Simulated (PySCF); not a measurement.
Below is a simulated gas-phase C 1s photoelectron spectrum of difluoroacetonitrile, `N#CC(F)F`.

Every computed line was given a Gaussian of 0.7 eV full width at half maximum and an area set by the number of equivalent atoms; the highest printed point is 100. Computed with PySCF, delta-SCF UKS SCAN, pcX-2 on the ionised atom, pcseg-1 elsewhere, spin-free X2C.

binding energy (eV), intensity and a bar:
```
    292.6          1 
    292.8          4 #
    293.0         17 #####
    293.2         49 ###############
    293.4         88 ##########################
    293.6        100 ##############################
    293.8         72 ######################
    294.0         33 ##########
    294.2         10 ###
    294.4          2 #
    294.6          0 
    294.8          0 
    295.0          0 
    295.2          0 
    295.4          0 
    295.6          0 
    295.8          0 
    296.0          0 
    296.2          0 
    296.4          0 
    296.6          0 
    296.8          0 
    297.0          1 
    297.2          4 #
    297.4         16 #####
    297.6         47 ##############
    297.8         86 ##########################
    298.0        100 ##############################
    298.2         74 ######################
    298.4         35 ##########
    298.6         10 ###
    298.8          2 #
    299.0          0
```

Question: Count the maxima, the lines and the sites behind this envelope.

Answer: The curve has 2 maxima (at 293.6 and 298.0 eV). Under it lie 2 lines from 2 inequivalent carbon sites.

Question: Decompose the envelope and assign each component. Numbering: `[N:1]#[C:2][CH:3]([F:4])[F:5]`.

Answer: 
```csv
position (eV),relative area,line,atoms,environment
293.56,1,C 1s,C2,nitrile carbon
297.97,1,C 1s,C3,CHF2 carbon
```

Question: Above which line width would these two lines show one maximum?

Answer: Two equal Gaussians merge once their distance is under 2σ = FWHM/1.177. With 4.41 eV between them that is a full width over 5.19 eV.

Lowest listed C 1s: C2, bonded to N (triple bond) and C. Highest, 4.41 eV above it: C3, bonded to 2 F, C and H. Summing the Pauling electronegativity differences to the bonded atoms, each weighted by its formal bond order, gives +1.47 for the lowest site and +2.51 for the highest.

The curve has no shake-up lines and no vibrational structure. Isolated species at its PBE0-D3(BJ)/def2-SVP geometry, gas phase.
